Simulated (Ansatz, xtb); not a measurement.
H5SSi2: which of two isomers lies lower

We compare X, `[SiH3][SiH2][S]`, a doublet, with Y, `[SiH3][SiH]S`, a doublet. Both are isolated molecules in the gas phase, relaxed with r2SCAN-D4/def2-SVP; each stands in its lowest conformer found.

Quicker runs give these differences E(Y) − E(X): GFN2-xTB +0.560 eV; HF/STO-3G +0.646 eV (at GFN2-xTB geometries); r2SCAN-D4/def2-SVP//GFN2-xTB +0.004 eV.

Task: Estimate E(Y) − E(X) at the level CCSD(T)/def2-SVP + ΔMP2/def2-TZVPP.

Result: Too close to call at this level: CCSD(T)/def2-SVP + ΔMP2/def2-TZVPP gives E(Y) − E(X) = −0.042 eV.

Level by level:

```json
{"level": "GFN2-xTB", "geometry": "GFN2-xTB", "E(Y) − E(X) (eV)": "+0.560", "departure from the last row (eV)": "+0.603", "job, with rough time for the two": "optimisation, 0.2 s"}
{"level": "HF/STO-3G", "geometry": "GFN2-xTB", "E(Y) − E(X) (eV)": "+0.646", "departure from the last row (eV)": "+0.688", "job, with rough time for the two": "single point, 0.56 s"}
{"level": "r2SCAN-D4/def2-SVP//GFN2-xTB", "geometry": "GFN2-xTB", "E(Y) − E(X) (eV)": "+0.004", "departure from the last row (eV)": "+0.046", "job, with rough time for the two": "single point, 4 s"}
{"level": "r2SCAN-D4/def2-SVP", "geometry": "r2SCAN-D4/def2-SVP", "E(Y) − E(X) (eV)": "−0.046", "departure from the last row (eV)": "−0.004", "job, with rough time for the two": "optimisation, 94 s"}
{"level": "HF/def2-SVP", "geometry": "r2SCAN-D4/def2-SVP", "E(Y) − E(X) (eV)": "+0.225", "departure from the last row (eV)": "+0.267", "job, with rough time for the two": "part of the CCSD(T) run"}
{"level": "MP2/def2-SVP", "geometry": "r2SCAN-D4/def2-SVP", "E(Y) − E(X) (eV)": "−0.035", "departure from the last row (eV)": "+0.008", "job, with rough time for the two": "part of the CCSD(T) run"}
{"level": "CCSD(T)/def2-SVP", "geometry": "r2SCAN-D4/def2-SVP", "E(Y) − E(X) (eV)": "+0.032", "departure from the last row (eV)": "+0.075", "job, with rough time for the two": "single point"}
{"level": "CCSD(T)/def2-SVP + ΔMP2/def2-TZVPP", "geometry": "r2SCAN-D4/def2-SVP", "E(Y) − E(X) (eV)": "−0.042", "departure from the last row (eV)": "", "job, with rough time for the two": "single point, 33 s"}
```

As drawn, Y has 1 S–H in place of 1 Si–H.

The largest departure from CCSD(T)/def2-SVP + ΔMP2/def2-TZVPP is that of HF/STO-3G, 0.688 eV. The last row adds to CCSD(T) the change of the MP2 difference between the two basis sets, here −0.075 eV.

With harmonic frequencies from r2SCAN-D4/def2-SVP (ideal gas, rigid rotor, one conformer each, 298.15 K, 1 atm): on the last row, ΔE + ΔZPE = −0.049, ΔH = −0.038, ΔG = −0.062 eV.

Open shells are spin-unrestricted. The correlated steps freeze 15 core orbitals. Mirror images aren't counted in ΔG. Run with Ansatz 0.2.0, xtb 6.7.1; the last row on 1 thread of Intel(R) Xeon(R) 6975P-C (Granite Rapids) on a shared host.
